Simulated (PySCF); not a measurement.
**C: ionisation energy**

C [He] 2s2 2p2 (3P) → C+ [He] 2s2 2p1 (2P), as a difference of total energies. All numbers are calculated (PySCF 2.14, the non-relativistic Hamiltonian (point nucleus), in aug-cc-pVTZ). Correlated levels: valence: 1s2 frozen. The calculations carry no spin-orbit coupling.

| method | ionisation energy (eV) | error (eV) |
| --- | --- | --- |
| UHF | 10.799 | -0.463 |
| LDA | 11.690 | +0.428 |
| PBE | 11.541 | +0.279 |
| PBE0 | 11.514 | +0.252 |
| r2SCAN | 11.672 | +0.410 |
| M06-L | 11.348 | +0.086 |
| wB97M-V | 11.298 | +0.036 |
| M06-2X | 11.327 | +0.065 |
| B3LYP | 11.540 | +0.278 |
| MP2 (valence) | 11.255 | -0.007 |
| SCS-MP2 (valence) | 11.126 | -0.136 |

Reference: 11.262 eV (measured; NIST levels, between the centres of gravity of the two terms).

Errors of the correlated levels include the incompleteness of this basis and the frozen core.
